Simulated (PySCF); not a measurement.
Species: CH3NO.
Geometry (PBE0-D3(BJ)/def2-SVP, Å), atoms numbered from 1 in this order:
```
atom  x, y, z in Å
C1    -0.409    0.033    0.043
N2     0.921   -0.561    0.211
O3     1.780   -0.016   -0.413
H4    -0.751    0.340    1.044
H5    -1.084   -0.770   -0.293
H6    -0.394    0.879   -0.661
```

Computed with PySCF at PBE0/pcSseg-1, non-relativistic, on one gas-phase PBE0-D3(BJ)/def2-SVP geometry that isn't relaxed in the solvent. The solvent is an IEF-PCM continuum (van der Waals radii × 1.2). The model holds no explicit solvent molecules, cavitation or dispersion.

Gas phase at PBE0/pcSseg-1: HOMO -6.60 eV, LUMO -2.14 eV, dipole 2.51 D.

Task: What does the continuum do to the energy, the frontier levels and the dipole at PBE0/pcSseg-1 in chloroform and water?

Result: 
```csv
solvent,ε,E(solvent) − E(gas) (kcal/mol),polarisation term (kcal/mol),distortion of the solute (kcal/mol),HOMO (eV),LUMO (eV),dipole (D)
chloroform,4.711,-2.88,-3.25,0.37,-6.65,-2.16,2.96
water,78.36,-4.03,-4.75,0.72,-6.69,-2.17,3.14
```

The polarisation term is half the interaction of the solute with the surface charges that it induces; the rest is the cost of distorting the solute's density. The sum is the electrostatic part of solvation alone. From chloroform to water the lowering changes by a factor 1.40, Onsager's factor (ε − 1)/(2ε + 1) by 1.38 and ε itself by 16.6.

Task: Which radius a makes the point-dipole formula ΔE = −[(ε − 1)/(2ε + 1)]·μ²/a³ give the value in water, with the gas-phase dipole?

Result: μ = 0.987 au and |ΔE| = 0.00642 Eh give a = 2.22 Å; the farthest nucleus lies 1.81 Å from the centroid of the nuclei. The formula assumes a rigid point dipole at the centre of a sphere.

Task: Which Hirshfeld charges (PBE0/pcSseg-1) respond most in chloroform (means over atoms taken as equivalent)?

Result: 
```
   atoms       environment  gas (e)  solvent (e)  change
      O3    nitroso oxygen   -0.121       -0.143  -0.022
H4/H5/H6   methyl hydrogen   +0.057       +0.064  +0.007
      C1   N-methyl carbon   -0.084       -0.078  +0.006
      N2  nitroso nitrogen   +0.034       +0.029  -0.005
```

Task: Which Mayer bond orders change most in chloroform?

Result: 
| bond | length (Å) | gas | solvent | change |
| --- | --- | --- | --- | --- |
| N2–O3 | 1.193 | 1.809 | 1.795 | -0.014 |
| C1–N2 | 1.466 | 0.935 | 0.944 | +0.009 |
| C1–H4 | 1.102 | 0.941 | 0.933 | -0.008 |
| C1–H5 | 1.102 | 0.942 | 0.936 | -0.006 |
| C1–H6 | 1.101 | 0.954 | 0.955 | +0.001 |
